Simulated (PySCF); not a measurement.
# The first ionisation energy along group 15

Calculated with PySCF 2.14 from differences of total energies of unrestricted determinants, without spin-orbit coupling. Values in eV. The last column holds reference values (NIST; (s) semi-empirical, (t) theoretical, else measured). Unmarked ones compare directly (S terms, centres of terms, or small fine structure); those marked * lie between the lowest fine-structure levels and include a spin-orbit shift.

```
                       element                         configurations     UHF     LDA     PBE   TPSSh  MP2 (valence)  SCS-MP2 (valence)  reference
 N (dyall-av3z, spin-free X2C)            [He] 2s2 2p3 → [He] 2s2 2p2  13.889  15.004  14.727  14.663         14.580             14.320     14.545
 P (dyall-av3z, spin-free X2C)            [Ne] 3s2 3p3 → [Ne] 3s2 3p2   9.897  10.567  10.480  10.513         10.480             10.302     10.526
As (dyall-av3z, spin-free X2C)  [Ar] 3d10 4s2 4p3 → [Ar] 3d10 4s2 4p2   9.411  10.027   9.883   9.933          9.898              9.748     10.008
```

```
           method  elements  mean error (eV)  mean absolute error (eV)  largest error (eV)
              UHF         3           -0.627                     0.627              -0.656
              LDA         3            0.173                     0.173               0.459
              PBE         3            0.004                     0.117               0.182
            TPSSh         3            0.010                     0.069               0.118
    MP2 (valence)         3           -0.040                     0.063              -0.109
SCS-MP2 (valence)         3           -0.236                     0.236              -0.259
```

Errors include the incompleteness of the basis and the frozen core.

"Valence" correlates the outer s and p shells and, in groups 3 to 12 and the f block, the outer d or f shell, open or full, or the next shell where the ion has no valence electron left; the wider scheme adds the next inner shell.
